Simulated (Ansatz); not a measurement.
I need a comparison of dispersion corrections of C3H8OS, SMILES CCC(O)S. Use Ansatz's Python interface. Level of theory (for the species named): r2SCAN, def2-SVP basis, multiplicity 1, D3BJ dispersion.

```xyz
13

C    -1.2537    0.9927    0.3125
C     0.0711    0.6480   -0.2278
C     0.3904   -0.7987    0.0866
O    -0.4172   -1.6609   -0.5436
S     2.1021   -1.2082   -0.4758
H    -1.5112    2.1038    0.0725
H    -1.3288    0.9102    1.3903
H    -2.0513    0.4489   -0.1649
H     0.0764    0.8228   -1.2712
H     0.8187    1.3327    0.2318
H     0.3571   -0.9772    1.2001
H     0.0849   -2.3700   -0.8947
H     2.6820   -0.2788    0.2992
```

`run_disp.py`
```python
# -*- coding: utf-8 -*-
"""Dispersion corrections for C3H8OS."""

import ansatz as az
from ase import Atoms

atoms = Atoms(["C", "C", "C", "O", "S", "H", "H", "H", "H", "H", "H", "H", "H"], positions=[
    [-1.2537, 0.9927, 0.3125],
    [0.0711, 0.648, -0.2278],
    [0.3904, -0.7987, 0.0866],
    [-0.4172, -1.6609, -0.5436],
    [2.1021, -1.2082, -0.4758],
    [-1.5112, 2.1038, 0.0725],
    [-1.3288, 0.9102, 1.3903],
    [-2.0513, 0.4489, -0.1649],
    [0.0764, 0.8228, -1.2712],
    [0.8187, 1.3327, 0.2318],
    [0.3571, -0.9772, 1.2001],
    [0.0849, -2.37, -0.8947],
    [2.682, -0.2788, 0.2992],
])
c3h8os = az.Crystal.molecule_from_ase(atoms)

calculation = c3h8os.calculation().basis(gaussian="def2-SVP")
for name in ["r2scan", "revpbe"]:
    for correction in ("d3bj", "d4"):
        data = calculation.functional(name, dispersion=correction).run(threads=1).report
        print(f"{name:8s} {correction:5s} total {data['free_energy_ev']:.5f} eV, of which dispersion {1000 * data['dispersion']['energy']['ev']:.2f} meV")
```

```console
$ python run_disp.py
DeckWarning: the engine holds no damping parameters fitted to this dispersion correction and functional, so the run takes those fitted to r2scan beside the three-body term, which d3bj leaves out (hamiltonian.dispersion, under Limitations)
r2scan   d3bj  total -16112.31600 eV, of which dispersion -79.30 meV
r2scan   d4    total -16112.30330 eV, of which dispersion -66.60 meV
revpbe   d3bj  total -16113.03262 eV, of which dispersion -727.98 meV
revpbe   d4    total -16113.19358 eV, of which dispersion -888.94 meV
```
(Warnings from the package without file and line.)

Reading the output:
- Total energies depend on the basis set; only differences at equal settings carry meaning.
- The geometry is a force-field or estimated start, not a minimum of this method, and the basis set is short of its limit. D4 holds the three-body term, and d3bj doesn't.
- A dispersion term here runs with damping parameters fitted for another variant or functional.
- Timing: 22 s on 1 thread of Arm Neoverse V1, with other jobs on the host, peak memory 0.24 GiB.
